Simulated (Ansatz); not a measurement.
# Hydrogen (H₂): one species, many methods

Aim: compute hydrogen (H₂) with functionals from several rungs and with coupled cluster. The yardstick is the atomisation energy at the CCSD(T) limit.

Method: functionals in def2-TZVPP, the program's frozen cores in correlated methods; program: Ansatz 0.2.0, Gaussian basis.

The runs, in order: LDA (SPW92), PBE-D4, revPBE-D4, BLYP-D4, r2SCAN-D4, B97M-V, PBE0-D4, B3LYP-D4, r2SCANh-D4, r2SCAN0-D4, HSE06-D4, BHLYP-D4, CAM-B3LYP-D4, LC-ωPBE, ωB97X-V, ωB97M-V, B2PLYP, PBE-QIDH; CCSD(T)/def2-SVP; CCSD(T)/def2-TZVPP; CCSD(T)/def2-QZVPP; extrapolation to the limit; RPA on PBE.

### 1 The relaxed structure

An earlier PBE0-D4 in a triple-zeta def2 set relaxation fixed the geometry.

2 atoms, charge 0, spin multiplicity 1.

Atoms are counted from 1 here; the program's logs count them from 0.

Bond lengths: H1–H2 0.746 Å.

### 2 LDA

This LDA is Slater exchange with PW92 correlation.

The input, in.yaml:

```yaml
crystal:
  periodic: [false, false, false]
  atoms:
    - {symbol: H, position_ang: [0.319306, -0.099178, 0.165489]}
    - {symbol: H, position_ang: [-0.319306, 0.099178, -0.165489]}
basis:
  gaussian: {orbitals: def2-TZVPP}
hamiltonian: {xc: lda}
output: {orbitals: {seedname: orbitals}}
```

Further steps of the session: PBE-D4 (GGA); revPBE-D4 (GGA); BLYP-D4 (GGA); r2SCAN-D4 (meta-GGA); B97M-V (meta-GGA); PBE0-D4 (hybrid); B3LYP-D4 (hybrid); r2SCANh-D4 (hybrid); r2SCAN0-D4 (hybrid); HSE06-D4 (hybrid); BHLYP-D4 (hybrid); CAM-B3LYP-D4 (range-separated); LC-ωPBE-D4 (range-separated); ωB97X-V (range-separated); ωB97M-V (range-separated); B2PLYP (double hybrid); PBE-QIDH (double hybrid); CCSD(T) in def2-SVP; CCSD(T) in def2-TZVPP; CCSD(T) in def2-QZVPP; RPA on PBE orbitals.

Before running them: what should the planned runs give, taken together? Wanted: atomisation energy, CCSD(T)/CBS; farthest beyond LDA; mean size of error, GGA; mean size of error, meta-GGA; mean size of error, hybrid; mean size of error, range-separated; mean size of error, double hybrid; gap, smallest and largest; T1 diagnostic.

As calculated:

| quantity | value |
| --- | --- |
| atomisation energy, CCSD(T)/CBS | 458.5 kJ/mol |
| functionals within 2.3 kJ/mol (0.5 %) | BLYP-D4, CAM-B3LYP-D4 |
| farthest beyond LDA | LC-ωPBE (-22.3 kJ/mol) |
| mean size of error, GGA | 11.9 kJ/mol |
| mean size of error, meta-GGA | 7.8 kJ/mol |
| mean size of error, hybrid | 11.5 kJ/mol |
| mean size of error, range-separated | 9.0 kJ/mol |
| mean size of error, double hybrid | 12.9 kJ/mol |
| gap, smallest and largest | 11.36 eV (LDA (SPW92)), 19.20 eV (LC-ωPBE) |
| T1 diagnostic | 0.0057 |
| triples share of the correlation energy | 0.0 % |

**Reading.** The LDA atomisation energy is off by 14.3 kJ/mol (3 %): it overbinds. PBE-D4 misses by -20.1 kJ/mol. Double hybrids carry the basis error of their MP2 part in triple zeta, and no dispersion term here, so their miss is partly the set-up's. Taken by rung, meta-GGA functionals do best (7.8 kJ/mol on average) and double hybrid ones worst beyond LDA (12.9 kJ/mol). The gap between the best rungs is small, so their order is not settled. Misses under about 2.3 kJ/mol are within the doubt on the reference itself, which lacks core-valence correlation, relativity and higher excitations. Hartree-Fock recovers 76 % of the binding; the rest is correlation. CCSD(T) in def2-SVP is off by -25.6 kJ/mol, more than most functionals: a good method in a small basis is no reference. The gap grows from 11.4 to 19.2 eV across the functionals, mostly with the share of exact exchange.
